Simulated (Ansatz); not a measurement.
**C2F3 (trifluorovinyl radical) at ROLC-wPBE-D3(BJ)/def2-TZVPD (sfX2C, damping of pbe, start density atoms)**

Aim: the vertical electron affinity of C2F3 (trifluorovinyl radical) at ROLC-wPBE-D3(BJ)/def2-TZVPD (sfX2C, damping of pbe, start density atoms), from 2 runs. 

The calculation is run with Ansatz 0.2.0.

5 further runs of the same task are left out: 2 that didn't finish, 3 set aside as unsound or not needed. Runs told in other sessions of the task aren't counted.

## Step 1: The molecule

C2F3 has 5 atoms, charge 0, and is taken as a doublet. As SMILES, `F[C]=C(F)F`. Geometry: relaxed at PBE0-D4/def2-TZVP.

Bond lengths: F1–C2 1.297 Å, C2–C3 1.311 Å, C3–F4 1.317 Å, C3–F5 1.311 Å. Angles: F1–C2–C3 129.8°, C2–C3–F4 124.9°, C2–C3–F5 123.2°, F4–C3–F5 111.9°.

## Step 2: A single-point energy at ROLC-wPBE-D3(BJ)/def2-TZVPD (sfX2C, damping of pbe, start density atoms)

Contents of run.yaml:

```yaml
crystal:
  periodic: [false, false, false]
  atoms:
    - symbol: F
      position_ang: [0.577720, -1.033470, 1.511080]
    - symbol: C
      position_ang: [0.506940, 0.038840, 0.785720]
    - symbol: C
      position_ang: [-0.126500, 0.247860, -0.343200]
    - symbol: F
      position_ang: [-0.848620, -0.650470, -0.980670]
    - symbol: F
      position_ang: [-0.109540, 1.397240, -0.972920]
basis:
  gaussian:
    orbitals: def2-TZVPD
hamiltonian:
  xc: {name: LC-wPBE}
  dispersion: {method: d3bj, functional: pbe}
  pseudopotentials: {relativity: scalar}
magnetization:
  spin_polarized: false
  initial_magnetization: 1
```

On the command line:

```console
$ ansatz run run.yaml --threads 1 --pin off --max-ram 3480MiB --events-out events.jsonl --progress --plain --runs-dir runs
```

Log:

```text
Warning: RAYON_NUM_THREADS=1 ignored (pool sized by the plan → 1); use --threads N
Functional definition: LC-wPBE
  name "LC-wPBE"
  parameter omega = 0.4/bohr
  exchange = pbe_x_sr(omega) + exact_x_lr(omega)
  correlation = pbe_c
939 factors; their error is unknown
287 factors; integrals over basis functions are off by at most 3.8e-5 eV
mean field evaluation 1: about -10224.7991 eV, gradient 3.2e1 eV
mean field evaluation 2: about -10225.4572 eV, gradient 3.0e1 eV
mean field evaluation 4: about -10226.5208 eV, gradient 1.5e0 eV
mean field evaluation 8: about -10226.5296 eV, gradient 5.8e-2 eV
mean field evaluation 16: about -10226.5174 eV, gradient 2.7e-4 eV
mean field -10226.51742612 eV, -375.8175836275 hartree, gradient 3.4e-5 eV, S^2 0.750000; 2 other end points of the search recorded, 0 dependent functions left out
reference -10226.51742613 eV, -375.8175836278 hartree; 20, 19 occupied and 174, 175 virtual orbitals, 939 factors
Total energy: -10226.57804058 eV, -375.8198111679 hartree
Relativity: scalar
```

It took 16 s on 1 thread of Arm Neoverse V1, shared host; peak memory 0.4 GiB.

## Step 3: The singlet anion at the same level

Changes to run.yaml since step 2:

```diff
@@ -20,4 +20,2 @@
   pseudopotentials: {relativity: scalar}
-magnetization:
-  spin_polarized: false
-  initial_magnetization: 1
+total_charge: -1
```

On the command line:

```console
$ ansatz run run.yaml --threads 1 --pin off --max-ram 3480MiB --events-out events.jsonl --progress --plain --runs-dir runs
```

Log:

```text
Warning: RAYON_NUM_THREADS=1 ignored (pool sized by the plan → 1); use --threads N
[... 5 set-up lines as earlier in the session ...]
939 factors; their error is unknown
287 factors; integrals over basis functions are off by at most 3.8e-5 eV
mean field evaluation 1: about -10224.6349 eV, gradient 3.9e1 eV
mean field evaluation 2: about -10225.4124 eV, gradient 3.7e1 eV
mean field evaluation 4: about -10227.9724 eV, gradient 1.9e0 eV
mean field evaluation 8: about -10227.9884 eV, gradient 1.0e-1 eV
mean field evaluation 16: about -10227.9765 eV, gradient 9.2e-4 eV
mean field -10227.97645139 eV, -375.8712018171 hartree, gradient 8.3e-5 eV, S^2 0.000000; 0 other end points of the search recorded, 0 dependent functions left out
reference -10227.97645140 eV, -375.8712018174 hartree; 20, 20 occupied and 174, 174 virtual orbitals, 939 factors
Total energy: -10228.03706585 eV, -375.8734293575 hartree
Relativity: scalar
```

Run time: 5.4 s. Hardware: 1 thread of Arm Neoverse V1, shared host.

## Step 4: Outcome

Level: ROLC-wPBE-D3(BJ)/def2-TZVPD (sfX2C, damping of pbe, start density atoms).

| quantity | value |
| --- | --- |
| doublet C2F3: total energy | -375.81981 Eh |
| doublet C2F3: dispersion energy | -5.85 kJ/mol |
| doublet C2F3: ⟨S²⟩ | 0.750 |
| singlet anion: total energy | -375.87343 Eh |
| singlet anion: dispersion energy | -5.85 kJ/mol |
| vertical electron affinity (to the singlet anion) | 1.459 eV |

In words: At fixed nuclei the extra electron is bound by 1.46 eV (141 kJ/mol).
